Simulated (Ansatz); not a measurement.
Cartesian coordinates in Å:
```
N -1.086 -0.534 0.944
C -0.722 0.501 -0.011
C 0.378 0.016 -0.943
N 1.623 -0.373 -0.306
H -0.350 -0.654 1.629
H -1.918 -0.274 1.457
H -1.607 0.739 -0.610
H -0.398 1.443 0.464
H 0.006 -0.848 -1.501
H 0.593 0.801 -1.674
H 1.491 -1.189 0.277
H 1.989 0.372 0.274
```

Total charge 0; spin multiplicity 1.

Q: List the ωB97M-V/def2-TZVPP orbital energies in eV (Ansatz 0.2.0). (Estimate.)

A: Ansatz gave: Occupied: -394.09, -393.97, -281.89, -281.78, -27.85, -26.82, -22.46, -19.31, -16.68, -16.43, -14.97, -14.76, -13.23, -12.65, -12.20, -9.59, -9.06. Lowest empty: 2.25, 3.27, 3.40, 3.93, 4.79, 4.87, 5.21, 5.44.
